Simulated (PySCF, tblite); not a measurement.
# C5H5 radical: infrared bands and EPR parameters

Aim: predict the infrared bands and EPR parameters of C5H5 radical (`[CH]1C=CC=C1`).

Programs: tblite 0.8.0 and PySCF 2.14.0, with density-fitted response routines of our own. Each step states its level of theory. These are calculated values for one molecule in the gas phase, unless marked as measured. Atoms count from 0, in the outputs and in this text.

## 1. The molecule as given

10 atoms, charge 0, multiplicity 2; geometry from: GFN2-xTB.

Bonds of the start (Å): C0–C1 1.42, C1–C2 1.37, C2–C3 1.46, C3–C4 1.37, C4–C0 1.42, C0–H5 1.08, C1–H6 1.07, C2–H7 1.07, C3–H8 1.07, C4–H9 1.07.

## 2. Harmonic vibrations with GFN2-xTB

The job: settings as JSON, then the geometry in Å.

```
{"job": {"kind": "ir", "xc": "GFN2-xTB", "basis": "xTB"}, "charge": 0, "multiplicity": 2}
C      0.040869    -1.087201    -0.459512
C     -1.091799    -0.484357     0.144208
C     -0.730898     0.769914     0.543985
C      0.668694     0.972802     0.183427
C      1.117189    -0.165289    -0.422634
H      0.076979    -2.078195    -0.875246
H     -2.052995    -0.947943     0.258147
H     -1.344681     1.499973     1.037798
H      1.223115     1.872776     0.374579
H      2.102409    -0.347826    -0.807280
```

**Question.** This job is followed by: UKS B3LYP, pcH-1 on C H, non-relativistic, mean-field spin-orbit, GIAO. Predict these results of the whole session: strongest single infrared mode (GFN2-xTB); zero-point energy (GFN2-xTB); g(iso) (B3LYP); ⟨S²⟩; largest a(iso) (averaged by class).

As calculated:

| quantity | value |
| --- | --- |
| strongest single infrared mode (GFN2-xTB) | 281 cm⁻¹, 97 km/mol |
| zero-point energy (GFN2-xTB) | 47.4 kcal/mol |
| g(iso) (B3LYP) | 2.00251 |
| ⟨S²⟩ | 0.767 (exact 0.75) |
| largest a(iso) (averaged by class) | 1H on H5, H6, H7, H8, H9, -16.0 MHz |

**Reading.** All 24 modes are real, so the xTB geometry is a minimum. The strongest single mode, at 281 cm⁻¹, has its largest shares on C0, C4 and C1 (the list is cut at 3 atoms). GFN2-xTB is a fitted tight-binding method: band positions and strengths are rough. Its intensities can rank the bands wrongly. The largest share of the spin, 0.62 e, sits on C0. The isotropic g lies 0.2 ppt above the free-electron value. That holds for this one static structure; motion that exchanges C0, C1, C2, C3, C4 would share the spin among them.
